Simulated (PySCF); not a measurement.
System (SMILES): [C-]#[NH+] (C-NH).
Geometry (B3LYP-D3(BJ)/def2-TZVP, fixed):
```
N
C 1 1.1640
H 1 0.9974 2 180.00
```
Charge 0, spin multiplicity 1.

Basis-set convergence of the mean static polarisability at PBE0 with PySCF. All functions are spherical. Density fitting with generated auxiliary sets. No added dispersion term, no relativity. Reference: the value in d-aug-cc-pVTZ, 18.28 bohr³, itself unsure by roughly 0.2 % (its mean distance from aug-pcseg-3, aug-cc-pVQZ, aug-pcseg-2). Deviations are taken from unrounded values. Cost is core time over that of def2-TZVP, rough, on shared machines of one kind; a dash marks a row that isn't timed (too short, read off another run, short of memory, by another algorithm or on other hardware).

| basis | functions | mean static polarisability (bohr³) | minus reference (%) | cost |
|---|---|---|---|---|
| cc-pVDZ | 33 | 13.15 | -28.0 | - |
| def2-SVP | 33 | 13.34 | -27.0 | - |
| pcseg-1 | 33 | 13.50 | -26.2 | 0.5× |
| def2-TZVP | 68 | 16.05 | -12.2 | 1× |
| cc-pVTZ | 74 | 15.45 | -15.4 | 0.9× |
| pcseg-2 | 74 | 16.07 | -12.1 | 1× |
| def2-TZVPP | 76 | 16.20 | -11.4 | 1× |
| cc-pVQZ | 140 | 16.68 | -8.8 | 3× |
| def2-QZVPP | 144 | 17.10 | -6.5 | 3× |
| pcseg-3 | 153 | 17.62 | -3.6 | 4× |
| cc-pV5Z | 237 | 17.46 | -4.5 | 6× |
| pcseg-4 | 263 | 18.18 | -0.5 | 10× |

Of the sets listed that have larger relatives (same family, alike in diffuse functions), none stays within 2 % of the reference together with them. Inside, with no larger relative to test it: pcseg-4.
